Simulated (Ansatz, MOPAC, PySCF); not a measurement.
Molecule: CH$_{6}$N, charge 1, multiplicity 1. SMILES: [NH3+]C
Structure (B3LYP-D3(BJ)/def2-TZVP (Ansatz, a program for electronic structure) minimum search):
```
N
H 1 1.0236
H 1 1.0236 2 107.49
H 1 1.0236 2 107.49 3 -115.44
C 1 1.5112 2 111.39 4 -122.28
H 5 1.0861 1 108.23 2 180.00
H 5 1.0861 6 110.68 1 118.46
H 5 1.0861 6 110.68 7 123.09
```
Charge +1, spin multiplicity 1.

Unscaled harmonic wavenumbers (cm⁻¹) in rising order, each level at the stationary point that it reaches from this structure (no distance between atoms moves by over 0.3 Å); the order of modes can differ between levels, and a negative number is imaginary. B3LYP-D3(BJ)/def2-TZVP (PySCF, at the structure above): 296, 914, 914, 923, 1280, 1280, 1468, 1499, 1499, 1531, 1670, 1670, 3088, 3187, 3187, 3390, 3461, 3461.

PM3 (MOPAC): 231, 933, 933, 1047, 1161, 1161, 1327, 1358, 1358, 1615, 1729, 1729, 3012, 3012, 3107, 3397, 3397, 3556. Zero-point energy 48.7 against 49.6 kcal/mol; where all levels lie over 400 cm⁻¹, the wavenumbers are on average 0.985 times those of B3LYP-D3(BJ)/def2-TZVP.

PM7 (MOPAC): 200, 1005, 1005, 1075, 1241, 1241, 1283, 1283, 1357, 1581, 1581, 1608, 2595, 2595, 2628, 2628, 2703, 2731. Zero-point energy 43.4 against 49.6 kcal/mol; where all levels lie over 400 cm⁻¹, the wavenumbers are on average 0.924 times those of B3LYP-D3(BJ)/def2-TZVP.

HF/6-31G* (Ansatz): 300, 978, 985, 985, 1389, 1389, 1596, 1630, 1630, 1697, 1830, 1830, 3276, 3389, 3389, 3624, 3724, 3724. Zero-point energy 53.4 against 49.6 kcal/mol; where all levels lie over 400 cm⁻¹, the wavenumbers are on average 1.080 times those of B3LYP-D3(BJ)/def2-TZVP.
